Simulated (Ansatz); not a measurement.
# C3H7FNO (charge +1): geometry optimisation from a Python script

What geometry does C3H7FNO (charge +1) take? Aim: a geometry optimisation, for C3H7FNO (charge +1), run from a script. SMILES: O=C(F)CC[NH3+].

Program: the Python package of Ansatz 0.2.0. Level of theory: PBE0/6-31G*. These are calculated values, not measurements.

### 1 The system

Bond lengths: O1–C2 1.221 Å, C2–F3 1.337 Å, C2–C4 1.499 Å, C4–C5 1.517 Å, C5–N6 1.490 Å, C4–H7 1.094 Å, C4–H8 1.094 Å, C5–H9 1.095 Å, C5–H10 1.095 Å, N6–H11 1.031 Å, N6–H12 1.030 Å, N6–H13 1.030 Å. Angles (14 of 21 angles, heavy atoms first): O1–C2–F3 118.0°, O1–C2–C4 124.3°, F3–C2–C4 117.7°, C2–C4–C5 108.8°, C4–C5–N6 110.4°, C2–C4–H7 108.3°, C2–C4–H8 108.3°, C5–C4–H7 111.2°, C5–C4–H8 111.2°, C4–C5–H9 112.1°, C4–C5–H10 112.1°, N6–C5–H9 106.4°, N6–C5–H10 106.4°, C5–N6–H11 110.3°.

The script holds or builds the structure itself.

### 2 The code

Contents of opt_c3h7fno.py:

```python
'''Geometry optimisation of C3H7FNO(+).'''

import ansatz as az
import numpy as np

BASIS_SET = '6-31G*'
XC = 'pbe0'
CHARGE = 1

GEOMETRY = '''
O     2.29710    0.04220    1.13590
C     1.95550    0.50880    0.06050
F     2.87750    1.14430   -0.66950
C     0.56750    0.41610   -0.49700
C    -0.30620   -0.33850    0.48670
N    -1.69700   -0.45080   -0.03470
H     0.61710   -0.10240   -1.45960
H     0.19320    1.43160   -0.65950
H     0.04640   -1.36190    0.65090
H    -0.37790    0.17360    1.45180
H    -2.28920   -0.96380    0.63510
H    -1.74380   -0.96680   -0.92440
H    -2.14020    0.46770   -0.17620
'''


def main() -> None:
    geometry = az.Crystal.molecule()
    for line in GEOMETRY.strip().splitlines():
        symbol, *xyz = line.split()
        geometry = geometry.atom(symbol, [float(v) for v in xyz])

    job = geometry.calculation().basis(gaussian=BASIS_SET).functional(XC).charge(CHARGE)
    symbols = [site.symbol for site in geometry.cartesian_sites]
    start = np.array([site.position_ang for site in geometry.cartesian_sites], dtype=float)
    def progress(event):
        if event['event'] == 'relax_step':
            row = event['data']
            print(f'step {row["step"]:3d}  E = {row["lagrangian_ev"]:.6f} eV  largest force component {row["allowed_force_max_ev_ang"]:.4f} eV/A')


    data = job.relax(force_tolerance=0.02).session().plan().execute(on_event=progress).report
    end = np.array(data['positions_ang'])

    for key in ('converged', 'free_energy_ev', 'reference_energy_ev', 'n_frozen', 'n_occupied', 'n_virtual'):
        print(f'{key:22s} {data[key]}')

    print('final positions (A) and the move of each atom')
    for symbol, xyz, old in zip(symbols, end, start):
        print(f'{symbol:2s} {xyz[0]:10.5f} {xyz[1]:10.5f} {xyz[2]:10.5f}   {np.linalg.norm(xyz - old):7.4f}')

    charges = data['charge_distribution']
    print('dipole moment', round(4.803205 * float(np.linalg.norm(charges['dipole_moment_e_ang'])), 3), 'D')
    print('Mulliken:', [(s, round(q, 3)) for s, q in zip(symbols, charges['mulliken_charges_e'])])


if __name__ == '__main__':
    main()
```

### 3 The input behind the calls

The package turns the script's settings into the engine's input:

```yaml
crystal:
  periodic: [false, false, false]
  atoms:
    - { symbol: O, position_ang: [2.2971, 0.0422, 1.1359] }
    - { symbol: C, position_ang: [1.9555, 0.5088, 0.0605] }
    - { symbol: F, position_ang: [2.8775, 1.1443, -0.6695] }
    - { symbol: C, position_ang: [0.5675, 0.4161, -0.497] }
    - { symbol: C, position_ang: [-0.3062, -0.3385, 0.4867] }
    - { symbol: "N", position_ang: [-1.697, -0.4508, -0.0347] }
    - { symbol: H, position_ang: [0.6171, -0.1024, -1.4596] }
    - { symbol: H, position_ang: [0.1932, 1.4316, -0.6595] }
    - { symbol: H, position_ang: [0.0464, -1.3619, 0.6509] }
    - { symbol: H, position_ang: [-0.3779, 0.1736, 1.4518] }
    - { symbol: H, position_ang: [-2.2892, -0.9638, 0.6351] }
    - { symbol: H, position_ang: [-1.7438, -0.9668, -0.9244] }
    - { symbol: H, position_ang: [-2.1402, 0.4677, -0.1762] }
basis:
  gaussian:
    orbitals: "6-31G*"
hamiltonian:
  xc: pbe0
total_charge: 1.0
relax:
  f_tol: 0.02
```

### 4 The run

On the command line:

```
$ python opt_c3h7fno.py
```

**Question.** What results will this script give? Wanted: total energy; moves of the relaxation; energy gained; last largest force component.

As calculated:

| quantity | value |
| --- | --- |
| total energy | -9462.0704 eV |
| moves of the relaxation | 4 |
| energy gained | 0.138 eV |
| last largest force component | 0.0167 eV/Å |

In words: After 4 moves the largest shift is 0.098 Å, of atom 3 (F). Notes:
- The end point is the stationary point reached from this start; no frequency run checks that it is a minimum, and the basis set is modest.
- An ion's dipole depends on the origin; the program takes it about the centre of nuclear charge. The dipole of an ion depends on the origin.
